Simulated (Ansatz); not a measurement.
# Si2BH5 (SMILES B[SiH]=[SiH2]): functionals against CCSD(T) at one geometry

How do the functionals fare away from a minimum? The structure is a structure displaced at random from a GFN2-xTB minimum.

Program: Ansatz 0.2.0, Gaussian basis. Level of theory: single points in def2-TZVPP. These are calculated values, not measurements.

Correlated methods freeze the cores.

### Step 1. Where the work starts

SMILES `B[SiH]=[SiH2]`, 8 atoms, charge 0, spin multiplicity 1.

Atoms are counted from 1 here; the program's logs count them from 0.

Bond lengths: B1–Si2 1.802 Å, B1–H4 1.286 Å, B1–H5 1.373 Å, Si2–Si3 2.257 Å, Si2–H6 1.679 Å, Si3–H7 1.389 Å, Si3–H8 1.297 Å. Angles: Si2–B1–H4 106.5°, Si2–B1–H5 120.2°, H4–B1–H5 119.4°, B1–Si2–Si3 133.5°, B1–Si2–H6 126.8°, Si3–Si2–H6 98.5°, Si2–Si3–H7 128.3°, Si2–Si3–H8 115.2°, H7–Si3–H8 116.4°.

Coordinates:

```xyz
8
BH5Si2
B    -1.3164    1.0459   -0.8089
Si    0.1673    0.5733    0.0973
Si    1.0197   -1.4091    0.7596
H    -1.7350   -0.0154   -1.4021
H    -1.3693    2.2505   -1.4658
H     1.1603    1.5846    0.9970
H     2.1174   -1.6440    1.5774
H     0.4322   -2.4549    0.2673
```

### Step 2. CCSD(T)/def2-TZVPP

Input file run/in.yaml:

```yaml
crystal:
  periodic: [false, false, false]
  atoms:
    - {symbol: B, position_ang: [-1.316400, 1.045900, -0.808900]}
    - {symbol: Si, position_ang: [0.167300, 0.573300, 0.097300]}
    - {symbol: Si, position_ang: [1.019700, -1.409100, 0.759600]}
    - {symbol: H, position_ang: [-1.735000, -0.015400, -1.402100]}
    - {symbol: H, position_ang: [-1.369300, 2.250500, -1.465800]}
    - {symbol: H, position_ang: [1.160300, 1.584600, 0.997000]}
    - {symbol: H, position_ang: [2.117400, -1.644000, 1.577400]}
    - {symbol: H, position_ang: [0.432200, -2.454900, 0.267300]}
basis:
  gaussian: {orbitals: def2-TZVPP}
correlation: {method: ccsd_t}
output: {forces: true}
```

The command line of these runs was not kept.

### Step 3. PBE0-D4/def2-TZVPP

run/in.yaml: that of step 2 with these lines changed.

```diff
@@ -13,3 +13,3 @@
   gaussian: {orbitals: def2-TZVPP}
-correlation: {method: ccsd_t}
-output: {forces: true}
+hamiltonian: {xc: pbe0, dispersion: d4}
+output: {forces: true, orbitals: {seedname: orbitals}}
```

### Step 4. wB97M-V/def2-TZVPP

run/in.yaml: that of step 3 with these lines changed.

```diff
@@ -13,3 +13,3 @@
   gaussian: {orbitals: def2-TZVPP}
-hamiltonian: {xc: pbe0, dispersion: d4}
-output: {forces: true, orbitals: {seedname: orbitals}}
+hamiltonian: {xc: {name: wB97M-V}}
+output: {forces: true}
```

### Step 5. r2SCAN-D4/def2-TZVPP

run/in.yaml: that of step 4 with these lines changed.

```diff
@@ -13,3 +13,3 @@
   gaussian: {orbitals: def2-TZVPP}
-hamiltonian: {xc: {name: wB97M-V}}
+hamiltonian: {xc: r2scan, dispersion: d4}
 output: {forces: true}
```

### Step 6. PBE-D4/def2-TZVPP

run/in.yaml: that of step 5 with these lines changed.

```diff
@@ -13,3 +13,3 @@
   gaussian: {orbitals: def2-TZVPP}
-hamiltonian: {xc: r2scan, dispersion: d4}
+hamiltonian: {xc: pbe, dispersion: d4}
 output: {forces: true}
```

### Step 7. wB97X-V/def2-TZVPP

run/in.yaml: that of step 6 with these lines changed.

```diff
@@ -13,3 +13,3 @@
   gaussian: {orbitals: def2-TZVPP}
-hamiltonian: {xc: pbe, dispersion: d4}
+hamiltonian: {xc: {name: wB97X-V}}
 output: {forces: true}
```

### Step 8. BHLYP-D4/def2-TZVPP

run/in.yaml: that of step 7 with these lines changed.

```diff
@@ -13,3 +13,3 @@
   gaussian: {orbitals: def2-TZVPP}
-hamiltonian: {xc: {name: wB97X-V}}
+hamiltonian: {xc: {name: BHLYP}, dispersion: d4}
 output: {forces: true}
```

(Steps that only read results are left out.)

Before running it: what results should come out? Wanted: energy less free atoms, CCSD(T)/def2-TZVPP; RMS force component; RMS force error; HOMO and LUMO, PBE0-D4; T1 diagnostic.

As calculated:

| quantity | value |
| --- | --- |
| energy less free atoms, CCSD(T)/def2-TZVPP | -2058.6 kJ/mol |
| RMS force component | 2.250 to 2.455 eV/Å over the methods |
| RMS force error | PBE0-D4 0.101, wB97M-V 0.146, r2SCAN-D4 0.089, PBE-D4 0.183, wB97X-V 0.199, BHLYP-D4 0.167 eV/Å |
| HOMO and LUMO, PBE0-D4 | -6.35 and -3.49 eV |
| T1 diagnostic | 0.023 |

**Reading.** Against CCSD(T) the functionals' energies less atoms differ by -87.0 to -25.8 kJ/mol, PBE-D4 by -85.2 kJ/mol. A larger basis would deepen the CCSD(T) value, while the functionals are nearly converged already, so the order here is not reliable. On forces the order runs from r2SCAN-D4 to wB97X-V. Frozen-core CCSD(T) forces in triple zeta carry basis errors of their own, and this is one geometry, so small gaps rank nothing. The restricted Hartree–Fock reference is unstable towards an unrestricted one at one or more of these structures.
